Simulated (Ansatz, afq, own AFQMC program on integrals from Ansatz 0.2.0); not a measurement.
Integrals from Ansatz 0.2.0, then the random walk in our own AFQMC program (afq).

```yaml
crystal:
  periodic: [false, false, false]
  atoms:
    - {symbol: Ge, position_ang: [0.000000, 0.000000, 0.216374]}
    - {symbol: O, position_ang: [0.000000, 0.000000, -1.116626]}
    - {symbol: H, position_ang: [0.000000, 1.286605, 1.065489]}
    - {symbol: H, position_ang: [0.000000, -1.286605, 1.065489]}
basis:
  gaussian: {orbitals: cc-pVDZ}
magnetization: {spin_polarized: false}
correlation: {method: ccsd_t, electrons: outside_noble_gas, hamiltonian_folder: ham}
```

```sh
$ ansatz run in.yaml --threads 1 --pin off --events-out ev --progress --plain --max-ram 1382MiB
```

afq runs on the folder ham with

```
--method phaseless --trial hf --walkers 160 --populations 1 --least-time 40 --time-step 0.01 --steps-per-block 5 --equilibration-blocks 120 --max-blocks 400 --target-error 0.00084 --factor-cut 1e-05 --seed 5072 --taylor-order 4
```

Times are imaginary, in 1/Eh. The walk had a cap of 205 s. Filled inner d shells are frozen with the cores.

Log:

```
orbitals 36  electrons 6 6  factors 291 of 545
reference energy -2151.15168038 Eh
CCSD correlation -0.28839011 Eh in 11 cycles, weight of the determinant in the CISD state 0.8943
energy of the start -2151.151680 Eh
 block  time / (1/Eh)  mean weight  energy / Eh
     1     0.050  1.0000  -2151.200715
     2     0.100  1.0038  -2151.236189
     3     0.150  1.0065  -2151.254285
     4     0.200  1.0009  -2151.274778
     5     0.250  1.0071  -2151.308745
     9     0.450  0.9992  -2151.362548
    40     2.000  0.9953  -2151.428257
    79     3.950  0.9983  -2151.511982
    92     4.600  1.0000  -2151.457598
   144     7.200  0.9999  -2151.445018
   196     9.800  0.9988  -2151.459169
   248    12.400  1.0047  -2151.462861
   300    15.000  0.9970  -2151.431430
   352    17.600  1.0005  -2151.445298
   404    20.200  1.0012  -2151.471087
   456    22.800  1.0026  -2151.445039
   469    23.450  0.9962  -2151.420973
   508    25.400  0.9999  -2151.461644
blocks merged  error / Eh  count
     1  0.000988  400
     2  0.001321  200
     4  0.001741  100
     8  0.002198  50
    16  0.002393  25
    32  0.002659  12
energy -2151.451162 +/- 0.002393 Eh
(rows thinned)
```

The run failed at least one of its tests; the cautions name the faults.

Against this walk (error 65.1 meV) on the same determinant: CCSD(T) 103.2 meV higher (within the noise), CCSDT(Q) 62.0 meV higher (within the noise), a separate phaseless walk with a CISD trial and standard settings 70.2 ± 66.9 meV higher (within the noise). The error is statistical and leaves out the bias of the constraint.

Cautions: constraint bias not in the error; error not settled; error above the target (65.1 against 22.9 meV); no relativity below Rb; no spin-orbit coupling; inner d shell frozen; the sampling time fell short of the least asked; the time-step error isn't removed.

The walk took 35 s on 1 thread of Intel(R) Xeon(R) 6975P-C (Granite Rapids), with other jobs on the host. The log's last line is the phaseless energy.

CCSDT and higher add their correlation energy to the determinant of the CCSD(T) run, since their own runs factorise the integrals more tightly (a shift of under 2 meV). A walk keeps the symmetry of its determinant, which the program's search chose and which needn't be the lowest solution, so a lower state of the same spin and another symmetry isn't excluded.
